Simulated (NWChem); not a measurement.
C3H7Cl; SMILES CCCCl

```xyz
11

C     -0.7908    -1.7493     0.1421
C      0.5106    -1.1476    -0.3608
C      0.8934     0.1588     0.3039
Cl    -0.2959     1.4633    -0.0208
H     -0.7412    -1.9675     1.2211
H     -1.0209    -2.6901    -0.3795
H     -1.6292    -1.0559    -0.0209
H      0.4614    -0.9884    -1.4510
H      1.3455    -1.8505    -0.1894
H      0.9505     0.0549     1.3975
H      1.8622     0.5263    -0.0607
```
Atoms are numbered in this order, from 1.

Level: PBE0/def2-SVP (NWChem), optimised geometry, unscaled harmonic frequencies. 

```tsv
frequency (cm⁻¹)	IR intensity (km/mol)
146	0.9
222	1.5
302	0.7
429	1.2
682	13.7
797	19.7
875	2.7
914	10.4
1053	1.6
1083	1.0
1118	2.3
1229	0.5
1275	3.4
1320	22.7
1370	0.6
1405	8.1
1450	5.1
1456	3.2
1471	10.8
1480	5.5
3055	21.8
3058	15.2
3097	10.1
3112	15.2
3151	21.6
3165	11.2
3171	9.2
```

The zero-point energy is 59.8 kcal/mol and the thermal correction to the enthalpy at 298.15 K (with zero-point energy) comes out as 63.7 kcal/mol. The heat capacity Cv is 17.2 cal/(mol K). The entropy at 298.15 K and 1 atm (symmetry number 1) comes out as 72.6 cal/(mol K). The dipole moment is 1.93 D.

Rigid rotor and harmonic oscillator.
